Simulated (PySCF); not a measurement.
Computed with PySCF, PBE0, basis P def2-TZVP, S def2-TZVP, H def2-TZVP (no relativity, density fitting). Open shells, if any, are unrestricted.

Q: What shape and geometry does isolated singlet H₃PS take (every ligand bound to P)?

A: Counting electrons, phosphorus keeps none of its valence electrons outside its bonds, so the VSEPR class is AX4 and the expected shape is tetrahedral; with unlike ligands the computed point group is C3v. The lowest minimum found is a singlet of C3v symmetry with P–H 1.415 Å (×3), P–S 1.925 Å; H–P–H 99.9° (×3), H–P–S 117.9° (×3). Its harmonic wavenumbers are 694 (a1), 726 (e), 1109 (e), 1126 (a1), 2408 (e), 2424 (a1) cm⁻¹ and its dipole moment is 3.56 D.

This need not be the most stable arrangement of these atoms.
